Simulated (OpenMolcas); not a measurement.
# BSiH5F− (SMILES F[BH2-][SiH3]): RI-MP2/Ahlrichs_VDZ (RICD fitting)

We compute a geometry optimisation of BSiH5F−. 

The results are computed with OpenMolcas 26.06.

2 further runs of the same task are left out: 1 that didn't finish, 1 set aside as unsound or not needed.

### Step 1. The structure to begin with

The species is BSiH5F− (8 atoms), meant as a singlet with charge -1. As SMILES, `F[BH2-][SiH3]`. All atoms were displaced at random from a relaxed shape. The run starts from this shape.

Bond lengths: F1–B2 1.436 Å, B2–Si3 2.002 Å, B2–H4 1.248 Å, B2–H5 1.230 Å, Si3–H6 1.595 Å, Si3–H7 1.480 Å, Si3–H8 1.463 Å. Some angles: F1–B2–Si3 111.8°, F1–B2–H4 105.4°, F1–B2–H5 109.2°, Si3–B2–H4 112.6°, Si3–B2–H5 110.5°, B2–Si3–H6 114.8°, B2–Si3–H7 119.2°, B2–Si3–H8 119.2°, H4–B2–H5 107.1°, H6–Si3–H7 95.1°.

### Step 2. A geometry optimisation at RI-MP2/Ahlrichs_VDZ (RICD fitting)

Input file job.inp:

```
* BFH5Si RI-MP2

&gateway
  coord
  8
  angstrom
  F       -1.948388       0.447724      -0.650843
  B       -0.538572       0.351837      -0.905925
  Si       0.461320      -0.325658       0.690839
  H       -0.183127       1.499929      -1.243592
  H       -0.352639      -0.384048      -1.874196
  H        0.390803       0.619393       1.974106
  H        1.939622      -0.377920       0.647598
  H        0.116323      -1.634097       1.247782
  basis
  Ahlrichs_VDZ
  group
  NoSym
  ricd
  acd
>>> EXPORT MOLCAS_MAXITER=40
>>> Do While

&seward

&scf
  charge
  -1
  prorbitals
  1 1

&mbpt2
  frozen
  7
  grdt

&slapaf
  nohwrs
>>> EndDo
```

Started as:

```sh
$ export MOLCAS_MEM=1860
$ pymolcas job.inp > job.log
```

**Question.** What will come out? Wanted: total energy at the end; HOMO energy; LUMO energy; HOMO–LUMO gap; correlation energy.

**Answer.** As computed:

Level: RI-MP2/Ahlrichs_VDZ (RICD fitting), 7 core orbitals frozen.

| quantity | value |
| --- | --- |
| total energy at the end | -415.99290 Eh |
| HOMO energy (Hartree–Fock orbitals) | -4.65 eV |
| LUMO energy (Hartree–Fock orbitals) | 9.43 eV |
| HOMO–LUMO gap (to an unbound level, set by the basis) | 14.07 eV |
| correlation energy (7 core orbitals frozen) | -245.7 mEh |

At the final geometry: Bond lengths: F1–B2 1.526 Å, B2–Si3 2.086 Å, B2–H4 1.255 Å, B2–H5 1.255 Å, Si3–H6 1.525 Å, Si3–H7 1.528 Å, Si3–H8 1.525 Å. Some angles: F1–B2–Si3 109.4°, F1–B2–H4 110.6°, F1–B2–H5 110.6°, Si3–B2–H4 108.0°, Si3–B2–H5 108.0°, B2–Si3–H6 117.0°, B2–Si3–H7 113.5°, B2–Si3–H8 117.0°, H4–B2–H5 110.2°, H6–Si3–H7 102.5°. The optimisation took 17 steps and changed the energy by -0.343 eV. Mulliken charges of the mean-field density run from -0.57 on F1 to +0.47 on Si3.
